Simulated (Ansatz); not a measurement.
**How close CCSD(T) comes to the exact answer in a basis**

Each species is computed at the geometry given (Å), with frozen cores, in Ansatz 0.2.0: RHF-CCSD(T) for singlets, UHF-CCSD(T) otherwise, and full CI in the same basis. The program picks the determinant by a search with trial CCSD, so it needn't be the lowest Hartree–Fock solution. States: BO sextet Σ⁺ or Δ, HBeP triplet Σ⁻ or Δ, HSiMg doublet A''. Cases whose determinant has another symmetry than full CI's state, or lies over 0.5 eV above the lowest of its kind, whose (Q) step broke down or whose higher cluster runs on it stay over 0.1 eV above full CI weren't drawn.

Question: Judging by size, spin and bonding and the diagnostics given, rank them by the size of CCSD(T)'s error in total energy against full CI in the same basis, smallest first (an estimate).
A. HSiMg, doublet, 6-31G: Si 0.000 -0.125 2.292; Mg 0.000 0.025 -2.719; H 0.000 2.878 1.704. T1 0.058, (T) -24 meV in a correlation energy of -1.72 eV
B. BO, sextet, 6-31G: B 0.000 0.000 0.000; O 0.000 0.000 1.403. T1 0.006, (T) -20 meV in a correlation energy of -1.97 eV
C. HBeP, triplet, 6-31G: P 0.000 0.000 -1.807; Be 0.000 0.000 0.235; H 0.000 0.000 1.572. T1 0.016, (T) -31 meV in a correlation energy of -1.72 eV

Answer: B (3.7 meV), C (13.0 meV), A (19.8 meV).

```tsv
species	basis	correlated electrons	CCSD(T) − full CI (meV)	CCSDT(Q) − full CI (meV)	unpaired electrons (full CI)	T1	⟨S²⟩ of the determinant
BO, sextet	6-31G	9	3.7	-2.0	5.00	0.006	8.75
HBeP, triplet	6-31G	8	13.0	-0.1	2.02	0.016	2.01
HSiMg, doublet	6-31G	7	19.8	-0.8	2.25	0.058	1.67
```

Unpaired electrons are Σ n²(2−n)² over natural occupations; an open shell counts its own unpaired electrons too. Frozen cores follow each run's orbitals, which moves totals by a few meV. No single determinant describes HSiMg, doublet well, by full CI's occupations.
